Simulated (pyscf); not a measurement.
This saddle point was located with ωB97X-D3(BJ)/def2-SVP in PySCF.

```
N
H 1 1.0206
B 1 1.4257 2 116.97
H 1 1.2313 2 116.48 3 -140.41
H 4 1.1044 1 145.11 2 -112.42
Cl 3 1.7524 1 122.54 2 -3.94
Cl 3 1.7584 1 117.56 2 176.03
Si 5 1.7651 4 78.22 1 4.83
H 8 1.4871 5 91.12 4 101.09
H 8 1.4954 9 115.07 5 -85.18
H 8 1.5103 9 106.07 5 164.32
```
Charge 0, spin multiplicity 1.

Surface: singlet, charge 0. Lowest wavenumbers (cm⁻¹): 1568i, 62, 103, 183, 207.

### Question
Name the species on either side of this saddle.

### Answer
H₂N–B(Cl)–Cl (SMILES NB(Cl)Cl) + SiH₄ (SMILES [SiH4]) ⇌ H₃Si–NH–B(Cl)–Cl (SMILES [SiH3]NB(Cl)Cl) + H₂ (SMILES [H][H]), a four-centre exchange read from left to right: H–N, H–Si broken and N–Si, H–H formed. At ωB97M-D3(BJ)/def2-TZVP it lies +55.9 kcal/mol from the left side and +60.5 kcal/mol from the right (each side as separated species at their lowest minima found). One saddle was located; it need not be the lowest between these sides.
